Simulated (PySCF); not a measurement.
ozone (O₃), SMILES [O-][O+]=O.

Coordinates come from a PBE0-D3(BJ)/def2-TZVP optimisation. The molecule may have multireference character, which single-reference levels describe poorly.

Level of theory: r2SCAN/def2-TZVPD in PySCF.

Computed frontier levels, gap, dipole moment and polarisability:
The highest occupied level is -8.17 eV. The lowest empty level is -5.88 eV, the orbital gap is 2.29 eV and the dipole moment is 0.66 D. The quadrupole, principal values (traceless, Buckingham form, about the centre of nuclear charge) is -1.95, -0.11, 2.06 D·Å and the mean static polarisability is 18.2 bohr³ (2.69 Å³). The polarisability, principal values is 11.5, 13.8, 29.2 bohr³.
